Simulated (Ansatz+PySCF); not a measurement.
Values are calculated unless marked as measured or tabulated.
## PySCF 2.14.0 run

```python
from pyscf import gto, scf, cc

mol = gto.M(atom="""
C 1.435150 0.000000 1.004910
C 0.000000 0.000000 0.000000
B -1.543280 0.000000 1.080620
""", basis='sto-3g', charge=0, spin=3)
mf = scf.UHF(mol)
mf.kernel()
mycc = cc.CCSD(mf, frozen=3).run()
et = mycc.ccsd_t()
print(mf.e_tot, mycc.e_corr, et, mycc.e_tot + et)
```

The script is written out from the run's settings.

Results

```yaml
Converged: yes
Reference_energy: -98.69787 hartree
CCSD_correlation_energy: -0.13073 hartree
Triples_correction: -0.00376 hartree
Total_energy: -98.83236 hartree
Spin_squared_of_the_determinant: 4.176
```

This is not the lowest solution: another run reaches a determinant 0.05 eV lower. Caution: large amplitudes, a single reference is doubtful; the unrestricted determinant is spin contaminated.
